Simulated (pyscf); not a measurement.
A first-order saddle from PySCF, ωB97X-D3(BJ)/def2-SVP:

```
Sn
H 1 1.7073
H 1 1.7090 2 116.34
H 1 1.7256 2 107.43 3 118.47
O 1 2.2017 2 110.87 4 94.17
H 5 0.9686 1 120.41 2 -37.13
H 5 1.1596 6 117.75 1 -86.86
C 7 1.4675 5 159.20 6 140.54
H 8 1.1017 7 111.52 5 71.94
H 8 1.1023 9 108.24 7 154.29
H 8 1.1064 9 107.41 10 113.08
```
Charge 0, spin multiplicity 1.

Surface: singlet, charge 0. Lowest wavenumbers (cm⁻¹): 1326i, 102, 158, 293, 357.

Q: What reaction is this the transition state of?

A: `[CH3][SnH3]` + `[OH2]` ⇌ `[CH4]` + `[OH][SnH3]`, a four-centre exchange read from left to right: C–Sn, H–O broken and C–H, O–Sn formed. At ωB97M-D3(BJ)/def2-TZVP it lies +39.0 kcal/mol from the left side and +48.8 kcal/mol from the right (each side as separated species at their lowest minima found). One saddle was located; it need not be the lowest between these sides. Elements past Kr carry the def2 core potentials, without spin-orbit coupling.
